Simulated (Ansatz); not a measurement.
```yaml
crystal:
  periodic: [false, false, false]
  atoms:
    - {symbol: B, position_ang: [-1.625591, 0.490499, -0.832325]}
    - {symbol: Si, position_ang: [0.300285, 0.844917, -0.486932]}
    - {symbol: Si, position_ang: [0.919375, -0.945447, 0.913828]}
    - {symbol: H, position_ang: [-1.968379, -0.220280, -1.730242]}
    - {symbol: H, position_ang: [-2.466670, 0.897777, -0.086815]}
    - {symbol: H, position_ang: [0.579811, 2.105142, 0.256397]}
    - {symbol: H, position_ang: [1.174161, 0.785802, -1.691732]}
    - {symbol: H, position_ang: [0.730395, -2.242698, 0.211173]}
    - {symbol: H, position_ang: [0.089681, -0.950975, 2.148349]}
    - {symbol: H, position_ang: [2.349933, -0.816036, 1.301300]}
basis:
  gaussian: {orbitals: x2c-TZVPPall, final_grid: {core_spheres: 1, valence_spheres: 1, degree: 3}}
hamiltonian: {xc: {name: PBE}}
output: {forces: true}
```

```sh
$ ansatz run in.yaml --threads 2 --pin off --events-out ev --progress --plain --max-ram 4352MiB
```

Output, abridged:

```
Functional definition: PBE
1187 factors; their error is unknown
mean field evaluation 1: about -16565.8677 eV, gradient 2.6e1 eV
mean field evaluation 2: about -16566.1396 eV, gradient 2.5e1 eV
mean field evaluation 4: about -16568.5191 eV, gradient 2.0e0 eV
mean field evaluation 16: about -16704.3319 eV, gradient 4.8e1 eV
mean field evaluation 32: about -16758.9782 eV, gradient 1.8e0 eV
a density is far from that of the atoms, so the factors are made again for it
1829 factors; integrals over basis functions are off by at most 7.6e-4 eV
mean field evaluation 64: about -16758.8886 eV, gradient 4.3e-1 eV
mean field -16759.76173469 eV, -615.9098835754 hartree, gradient 2.5e-5 eV, S^2 0.000000; 0 other end points of the search recorded, 0 dependent functions left out
reference -16759.76197780 eV, -615.9098925094 hartree; 20, 20 occupied and 193, 193 virtual orbitals, 1829 factors
Total energy: -16759.76197780 eV, -615.9098925094 hartree
Relativity: scalar
Atom 0 at    -1.625591     0.490499    -0.832325 Å, force     6.797307    -6.206145     5.259097 eV/Å
Atom 1 at     0.300285     0.844917    -0.486932 Å, force   -99.520565   -70.659131    17.006806 eV/Å
Atom 2 at     0.919375    -0.945447     0.913828 Å, force    14.837390    57.249313   -34.550962 eV/Å
Atom 3 at    -1.968379    -0.220280    -1.730242 Å, force     1.170267    -1.557510     2.261968 eV/Å
Atom 4 at    -2.466670     0.897777    -0.086815 Å, force     1.271090    -2.456005     0.791179 eV/Å
Atom 5 at     0.579811     2.105142     0.256397 Å, force    39.675210    25.027282    -5.081430 eV/Å
Atom 6 at     1.174161     0.785802    -1.691732 Å, force    40.029508    25.349155    -4.938840 eV/Å
Atom 7 at     0.730395    -2.242698     0.211173 Å, force   -12.934211   -13.248986   -16.348959 eV/Å
Atom 8 at     0.089681    -0.950975     2.148349 Å, force   -26.464961     3.064512    17.053009 eV/Å
Atom 9 at     2.349933    -0.816036     1.301300 Å, force    35.138966   -16.562485    18.548133 eV/Å
Dipole moment:    -2.013071    -1.768619     0.603586 e Å
```

In this input the integration grid is far too coarse. The run converged. The result belongs to that input, not to the molecule as meant.
